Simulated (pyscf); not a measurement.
Optimised with ωB97X-D3(BJ)/def2-SVP in PySCF.

Q: H₃C–BH–F + H₂ → H₂B–F + CH₄
Surface: singlet. Broken: B–C, H–H. Formed: B–H, C–H. Give ΔE‡ and ΔE from ωB97M-D3(BJ)/def2-TZVP, relative to the separated reactants.

A: ΔE‡ = 32.4 kcal/mol, ΔE = -2.3 kcal/mol. Zero-point energy shifts the barrier by +5.1 kcal/mol. It is a four-centre exchange, with an imaginary mode of 1248i cm⁻¹. At the saddle there is also a short B–H contact that neither side keeps. This is the saddle that the search found; another between the same sides may lie lower.
